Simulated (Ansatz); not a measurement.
Geometry optimisation, UKS B3LYP-D4/6-31G* in Ansatz 0.2.0.

input.yaml

```yaml
crystal:
  periodic: [false, false, false]
  atoms:
    - { symbol: Si, position_ang: [0.0, 0.0, 0.0] }
    - { symbol: H, position_ang: [0.0, 0.0, 1.71] }
    - { symbol: O, position_ang: [1.5842, 0.0, -0.5594] }
    - { symbol: H, position_ang: [1.9006, -0.9521, -0.6761] }
    - { symbol: H, position_ang: [-0.6877, 1.1914, -0.4862] }
    - { symbol: H, position_ang: [-0.6877, -1.1914, -0.4862] }
    - { symbol: "N", position_ang: [0.0, 0.0, 3.07] }
    - { symbol: H, position_ang: [-0.496, -0.7725, 3.6] }
    - { symbol: H, position_ang: [0.496, 0.7725, 3.6] }
magnetization:
  spin_polarized: true
  initial_magnetization: 1
basis:
  gaussian: { orbitals: "6-31G*" }
hamiltonian:
  xc: b3lyp
  dispersion: d4
relax:
  f_tol: 0.15
  max_steps: 25
  restrain:
    - { distance: [1, 6], at: 2.26, k: 30.0 }
    - { distance: [0, 1], at: 1.46, k: 30.0 }
output:
  orbitals: {}
```

Launched with:

```bash
$ ansatz run input.yaml --threads 1 --pin off --max-ram 2048MiB --backend cpu --events-out ev --progress --plain --runs-dir out
```

Where does it end, and by what steps?

The forces met the threshold. The restraints hold the end off the free minimum. After 6 steps the energy has fallen by 1.056 eV (the restraints' own energy left out); N7 moved furthest, 0.67 Å.

```json
{"step": "0", "energy less start (eV)": "0.0000", "largest force component (eV/Å)": "2.628", "accepted": "yes"}
{"step": "1", "energy less start (eV)": "0.1167", "largest force component (eV/Å)": "1.563", "accepted": "yes"}
{"step": "2", "energy less start (eV)": "0.1212", "largest force component (eV/Å)": "2.570", "accepted": "yes"}
{"step": "3", "energy less start (eV)": "-0.5409", "largest force component (eV/Å)": "1.893", "accepted": "yes"}
{"step": "4", "energy less start (eV)": "-0.9252", "largest force component (eV/Å)": "0.936", "accepted": "yes"}
{"step": "5", "energy less start (eV)": "-1.0106", "largest force component (eV/Å)": "0.737", "accepted": "yes"}
{"step": "6", "energy less start (eV)": "-1.0556", "largest force component (eV/Å)": "0.384", "accepted": "yes"}
```

```xyz
9
Properties=species:S:1:pos:R:3
Si -0.010 -0.029 -0.113
H -0.057 -0.042 1.361
O 1.545 -0.067 -0.712
H 2.053 -0.879 -0.582
H -0.586 1.235 -0.631
H -0.840 -1.174 -0.591
N -0.382 0.187 3.591
H -0.164 -0.807 3.770
H 0.550 0.624 3.680
```

Run time: 32 s on 1 thread of Arm Neoverse V1, on a shared host, peak memory 0.15 GiB.
